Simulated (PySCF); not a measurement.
Species: C2H7O2P.
Cartesian coordinates in Å at the PBE0-D3(BJ)/def2-SVP level; atoms count from 1:
```
atom  x, y, z in Å
C1     0.6214   -0.1528   -1.4167
P2     0.4220    0.1873    0.3442
C3    -1.0560   -0.6991    0.8838
O4     1.6358   -0.0458    1.1748
O5    -0.0715    1.7475    0.3490
H6    -0.2700    0.1430   -1.9874
H7     1.4905    0.4178   -1.7736
H8     0.8197   -1.2245   -1.5623
H9    -1.2306   -0.4507    1.9405
H10   -1.9353   -0.4077    0.2920
H11   -0.8892   -1.7824    0.7998
H12    0.5032    2.2437    0.9468
```

Computed with PySCF at CAM-B3LYP/def2-SVPD, non-relativistic, on one gas-phase PBE0-D3(BJ)/def2-SVP geometry that isn't relaxed in the solvent. The solvent is an IEF-PCM continuum (Bondi radii, 1.10 Å for H, scaled by 1.2), and excitations are vertical TDDFT with non-equilibrium linear response and a frozen core. Specific hydrogen bonds and non-electrostatic terms are outside this model.

```json
{"run": "gas", "E − E(gas) (kcal/mol)": "0.00", "HOMO (eV)": "-9.35", "HOMO–LUMO gap (eV)": "10.27", "dipole (D)": "3.12", "lowest singlet (eV)": "7.38", "static polarisability (au)": "55.5"}
{"run": "P", "E − E(gas) (kcal/mol)": "-8.35", "HOMO (eV)": "-9.50", "HOMO–LUMO gap (eV)": "10.62", "dipole (D)": "3.81", "lowest singlet (eV)": "7.60", "static polarisability (au)": "67.2"}
{"run": "Q", "E − E(gas) (kcal/mol)": "-5.35", "HOMO (eV)": "-9.44", "HOMO–LUMO gap (eV)": "10.51", "dipole (D)": "3.55", "lowest singlet (eV)": "7.53", "static polarisability (au)": "62.4"}
```

Problem. The runs were made in benzene and chloroform. Which run belongs to which solvent?

Solution. P = chloroform, Q = benzene. The dielectric constants are 2.271 (benzene), 4.711 (chloroform), and the energy falls further as ε rises. The optical constants n² used for the excitations are 2.25, 2.09 in the same order. In this model the ground state sees the solvent through ε alone.

Problem. How constant is the ratio of the lowering to (ε − 1)/(2ε + 1)?

Solution. 
```json
{"solvent": "benzene", "(ε − 1)/(2ε + 1)": "0.229", "E − E(gas) (kcal/mol)": "-5.35", "ratio (kcal/mol)": "-23.3", "polarisation term (kcal/mol)": "-5.72"}
{"solvent": "chloroform", "(ε − 1)/(2ε + 1)": "0.356", "E − E(gas) (kcal/mol)": "-8.35", "ratio (kcal/mol)": "-23.5", "polarisation term (kcal/mol)": "-9.27"}
```

The ratio changes by +0.6 % in size from benzene to chloroform. The polarisation term is half the interaction of the solute with the induced surface charges.
